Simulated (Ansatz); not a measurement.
**hcp Y: how far can PBE be trusted?**

Programs: Ansatz (a first-principles code).

For which of these properties of hcp Y does PBE miss the measurement, in which direction and by how much: lattice constant a, lattice parameter c, bulk modulus, cohesive energy, elastic constant C11, elastic constant C33, elastic constant C44?

PBE is well off the measurement for the cohesive energy (-0.23 eV/atom). It does well for the bulk modulus (-2.2 %), elastic constant C33 (+0.7 %). In between, or not called against an uncorrected reference: lattice constant a (+0.22 %), lattice parameter c (-0.89 %), elastic constant C11 (-7.7 %), elastic constant C44 (-5.6 %).

| property | PBE | LDA | PBEsol | r²SCAN | reference | PBE less reference |
|---|---|---|---|---|---|---|
| equilibrium lattice constant a (Å) | 3.656 | 3.541 | 3.598 | 3.683 | 3.648* | +0.22 % |
| lattice parameter c (Å) | 5.681 | 5.514 | 5.590 | 5.699 | 5.732* | -0.89 % |
| bulk modulus B0 (GPa) | 40.8 | 44.2 | 42.3 | 40.6 | 41.7 | -2.2 % |
| cohesive energy (eV/atom) | 4.19 | 4.92 | 4.61 | 4.08 | 4.42 | -0.23 eV/atom |
| elastic constant C11 (GPa) | 77.0 | 75.2 | 77.5 | 76.9 | 83.4 | -7.7 % |
| elastic constant C33 (GPa) | 80.7 | 88.9 | 85.2 | 76.3 | 80.1 | +0.7 % |
| elastic constant C44 (GPa) | 25.4 | 25.9 | 26.4 | 23.3 | 26.9 | -5.6 % |
| Voigt–Reuss–Hill bulk modulus (GPa) | 41.0 | 43.7 | 42.5 | 40.7 | – | – |
| Voigt–Reuss–Hill shear modulus (GPa) | 26.5 | 26.1 | 27.1 | 24.7 | – | – |

Where no measured value is used, PBE differs from r²SCAN by +0.7 % in the Voigt–Reuss–Hill bulk modulus; from r²SCAN by +7.3 % in the Voigt–Reuss–Hill shear modulus.

A star marks values at room or unstated temperature without corrections; heat and zero-point motion as a rule enlarge cells and lower moduli and gaps.

Low-temperature values still hold zero-point motion unless their source removed it.

Called good within 10.5 % for the bulk modulus, 5.0 % for the elastic constant C33.

Called well off clearly beyond 21 % for the bulk modulus, 0.20 eV/atom for the cohesive energy, 10.0 % for the elastic constant C11, 10.0 % for the elastic constant C33, 10.0 % for the elastic constant C44 (bounds picked here from the quality of each reference).

The references are measured values: lattice constant a room temperature, lattice parameter c room temperature, bulk modulus corrected to a static lattice, cohesive energy corrected to a static lattice, elastic constant C11 low temperature, elastic constant C33 low temperature, elastic constant C44 low temperature.

Unless a row names a cell, each level is at its own relaxed cell.

Ansatz's density-functional and Hartree–Fock values are scalar-relativistic unless marked +SOC, with PAW data made under PBE.

References as tabulated in Elastic Constants of Yttrium Single Crystals in the Temperature Range 4.2-400 K; Wikipedia's data pages; doi:10.1021/acs.jctc.3c00612; Jana et al. (2018), arXiv:1807.00350.
